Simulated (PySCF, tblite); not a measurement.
# SiNH5, a small molecule taken as a stand-in for a surface group (silyl): NMR shifts, core binding energies and electronic excitations

Wanted: the NMR shifts, core binding energies and electronic excitations for `N[SiH3]`.

Computed with tblite 0.8.0 and PySCF 2.14.0; each step states its level. No surroundings beyond the atoms listed, unless a continuum is named. Atoms count from 0, parts from 1.

### 1 Starting point

7 atoms, charge 0, multiplicity 1; geometry: distance geometry start.

### 2 Geometry optimisation with GFN2-xTB

The job: settings as JSON, then the geometry in Å.

```
{"job": {"kind": "relax", "xc": "GFN2-xTB", "basis": "xTB"}, "charge": 0, "multiplicity": 1}
Si    -0.673738    -0.037120     0.011616
N      1.056603     0.048788    -0.029648
H     -1.119259    -0.620835     1.276200
H     -1.239322     1.310445    -0.092937
H     -1.122988    -0.886614    -1.140718
H      1.508277     0.988997    -0.017923
H      1.611713    -0.778795     0.044807
```

Method: GFN2-xTB geometry optimisation, gas phase.

The run is started by

```
$ OMP_NUM_THREADS=1 python cluster_run.py task.json out
```

The driver reads the jobs from task.json and runs them one after another.

**Question.** The jobs that follow are: PBE0-D3(BJ)/def2-SVP geometry optimisation, gas phase; GIAO PBE0/pcSseg-2 NMR shielding, non-relativistic, gas phase; delta-SCF UKS SCAN, pcX-2 on the ionised atom, pcseg-1 elsewhere, spin-free X2C; TDDFT CAM-B3LYP/def2-SVPD, vertical, gas phase, core orbitals frozen in the response. Predict: point group; rotational constants (main isotopes); ¹H shifts against TMS (PBE0/pcSseg-2, means over atoms taken as alike); ²⁹Si shifts against TMS (PBE0/pcSseg-2); ¹⁵N shifts against NH3 (PBE0/pcSseg-2); surface potential, 1st and 99th percentile; Si2p binding energies, SCAN/pcX-2; N1s binding energies, SCAN/pcX-2; lowest singlet (CAM-B3LYP/def2-SVPD); brightest single state of those computed; lowest triplet; vertical ionisation energy (ΔSCF).

As calculated:

```
                                                              quantity                        value
                                                           point group                           Cs
                                  rotational constants (main isotopes)      67.84, 12.55, 12.13 GHz
¹H shifts against TMS (PBE0/pcSseg-2, means over atoms taken as alike)        4.89, 4.68, -0.13 ppm
                               ²⁹Si shifts against TMS (PBE0/pcSseg-2)                    -54.6 ppm
                                ¹⁵N shifts against NH3 (PBE0/pcSseg-2)                     -1.1 ppm
                                 surface potential, 1st and 99th percentile           -1.20 V and 1.81 V
                                     Si2p binding energies, SCAN/pcX-2                Si0 107.27 eV
                                      N1s binding energies, SCAN/pcX-2                 N1 404.87 eV
                                  lowest singlet (CAM-B3LYP/def2-SVPD)  6.29 eV (197 nm), f = 0.018
                              brightest single state of those computed  state 5, 8.32 eV, f = 0.046
                                                        lowest triplet                      5.91 eV
                                     vertical ionisation energy (ΔSCF)                     10.00 eV
```

**Reading.** Over 3 steps the energy fell by 0.065 eV; of the close pairs, Si0–H2 changed most, 1.466 to 1.504 Å (PBE0/def2-SVP). No frequency check was run at this level, so the end point may be a saddle. At PBE0/pcSseg-2: The widest tensor belongs to Si0: span 116 ppm, with a paramagnetic part of -481 ppm. The first singlet state (HOMO→LUMO 0.95) lies at 6.29 eV and is weak; of the 6 states computed, the strongest absorption comes from state 5 at 8.32 eV. The lowest triplet lies 0.38 eV below the lowest singlet (triplets in Tamm-Dancoff, singlets in full TDDFT). The orbital energy would give 8.89 eV for ionisation, ΔSCF gives 10.00 eV.
